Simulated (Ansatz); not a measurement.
Worked example: correlation energy of NH⁺, quartet

Geometry: that of the NH, triplet, kept fixed.

```xyz
2

N     0.0000    0.0000    0.0000
H     0.0000    0.0000    1.0397
```

Basis aug-cc-pVDZ; Ansatz 0.2.0. Only valence electrons are correlated (noble-gas cores frozen), which leaves 5 electrons in 31 orbitals. R marks a restricted (for open shells ROHF) determinant, U an unrestricted one.

Full CI is exact within this basis and frozen core; it isn't the basis-set limit. The frozen core follows each run's orbitals, which can shift R against U totals by a few meV.

Runs differ by some tens of microhartree through their thresholds and, for an open shell, their frozen cores, so steps under 0.1 kcal/mol mean nothing.

```tsv
level	total energy (hartree)
UHF	-54.531202
UMP2	-54.599644
UCCSD	-54.616161
UCCSD(T)	-54.617353
UCCSDT	-54.617620
UCCSDT(Q)	-54.617646
full CI	-54.617555
```

**Question.** What is the correlation energy at full CI, and what share of it do UMP2 and UCCSD recover?

**Answer.** E(corr) = -54.617555 − (-54.531202) = -0.086353 hartree = -2.350 eV. UMP2: -0.068442 / -0.086353 = 79.26 %. UCCSD: -0.084959 / -0.086353 = 98.39 %.

**Question.** By how many kcal/mol does UCCSD(T) miss full CI (1 hartree = 627.509 kcal/mol), and which steps make up the rest?

**Answer.** -54.617353 − (-54.617555) = 0.000202 hartree = 0.13 kcal/mol. Steps: UCCSDT − UCCSD(T) = -0.17, UCCSDT(Q) − UCCSDT = -0.02, full CI − UCCSDT(Q) = 0.06 kcal/mol. That is within 1 kcal/mol of the reference in this basis, which itself misses far more of the correlation at the basis-set limit.
